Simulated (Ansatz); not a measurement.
The same path of C₃H₅FO₂ (11 atoms, charge 0, multiplicity 1) was run twice with different band settings. The coordinate that changes most is the dihedral C2–O4–C5–H11.

Level of theory: RKS PBE-D4/def2-SVP (Ansatz 0.2.0).

Relaxed end points:

```xyz
11
Properties=species:S:1:pos:R:3
C -0.041 -1.517 0.047
C -0.160 -0.390 0.785
O -0.429 -0.402 2.109
O -0.036 0.895 0.341
C 0.241 1.093 -1.025
F 0.303 2.433 -1.223
H 0.179 -1.496 -1.025
H -0.169 -2.485 0.544
H -0.464 0.530 2.401
H 1.220 0.625 -1.288
H -0.578 0.656 -1.646
```

```xyz
11
Properties=species:S:1:pos:R:3
C -0.873 -1.226 -0.094
C -0.326 -0.336 0.760
O -0.335 -0.476 2.102
O 0.307 0.841 0.413
C 0.777 0.972 -0.893
F -0.239 1.266 -1.774
H -0.961 -1.004 -1.162
H -1.299 -2.152 0.310
H 0.264 0.207 2.462
H 1.488 1.825 -0.878
H 1.262 0.026 -1.227
```

Common settings: movable images 7; spring 5.0 eV/Å²; start path IDPP; force threshold 0.05 eV/Å; iteration limit 60; end points relaxed.

| run | climbing image | optimiser |
| --- | --- | --- |
| 1 | yes | quadratic models (default) |
| 2 | from the first iteration | lbfgs |

Problem. What does each run give, and how far can it be trusted?

Solution. Run 1: converged after 14 iterations, highest image 0.010 eV above the first end. A vibrational analysis at the climbing image gives one clearly imaginary mode, 52i cm⁻¹: a first-order saddle point.
Run 2: converged after 44 iterations, highest image 0.053 eV above the first end. The order of the stationary point at the top wasn't checked.
